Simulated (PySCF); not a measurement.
**A basis-limit estimate, worked out**

An elementary step of SiH$_{5}$F, closed shell (SiH₄ + HF → SiH₃F ([F][SiH3]) + H₂; bonds formed: Si1–F7, H2–H6; bonds broken: Si1–H2, H6–F7). “Start” is the structure reached by relaxing down from the saddle towards the reactants; PBE0-D4/def2-TZVP structures. The saddle:

Si1  (-0.327, 0.323, -0.061)
H2  (0.595, -0.889, -0.806)
H3  (-0.901, 0.475, -1.436)
H4  (-1.479, -0.090, 0.766)
H5  (0.321, 1.624, 0.204)
H6  (0.929, -0.941, 0.104)
F7  (0.862, -0.502, 1.229)
(Å)

PySCF 2.14 with density fitting (its default auxiliary sets; JK sets also for MP2 and CCSD(T)); basis: def2-TZVPP and def2-QZVPP; cores frozen in the correlated methods.

Energies in eV:

| quantity | saddle | start |
| --- | --- | --- |
| Hartree–Fock, triple zeta (X = 3) | -10646.29747 | -10648.43699 |
| Hartree–Fock, quadruple zeta (X = 4) | -10646.69345 | -10648.82259 |
| MP2 correlation, X = 3 | -11.94182 | -11.30837 |
| MP2 correlation, X = 4 | -12.89905 | -12.24573 |
| CCSD(T) correlation, X = 3 | -13.07043 | -12.51167 |

Q: Work out the barrier at the basis limit: extrapolate Hartree–Fock as E(X) = E∞ + A exp(−7.88 √X) and the MP2 correlation as E(X) = E∞ + B X^−2.97 (the exponents that Neese and Valeev fitted for def2-TZVPP and QZVPP), then add CCSD(T) − MP2 in triple zeta.

A: Each step is linear, so take the differences first (saddle − start): Hartree–Fock 2.13952 (X = 3) and 2.12914 (X = 4); MP2 correlation -0.63345 and -0.65332; CCSD(T) correlation -0.55876.
Two points give E∞ = E(4) + w [E(4) − E(3)], with w = 1/(exp(7.88 (2 − √3)) − 1) = 0.1377 for Hartree–Fock and w = 1/((4/3)^2.97 − 1) = 0.7407 for the correlation.
Hartree–Fock: 2.12914 + 0.1377 × (-0.01038) = 2.1277 eV.
MP2 correlation: -0.65332 + 0.7407 × (-0.01987) = -0.6680 eV.
CCSD(T) − MP2: -0.55876 − (-0.63345) = 0.0747 eV.
Sum: 2.1277 + (-0.6680) + 0.0747 = 1.5344 eV, or 35.38 kcal/mol. Plain CCSD(T) in triple zeta gives 1.5808 eV, so the larger basis shifts the result by -0.0464 eV.

No T1 diagnostic of these runs exceeds 0.014.

Labels in which every atom is bracketed show which atoms are joined, not bond orders.

For scale, one of the runs: CCSD(T)/def2-TZVPP, 143 basis functions, launched by `OMP_NUM_THREADS=4 python run.py`. The run took 88 s on 4 CPU threads of an Arm Neoverse N1 (shared host), with 0.78 GiB of host memory at its peak.
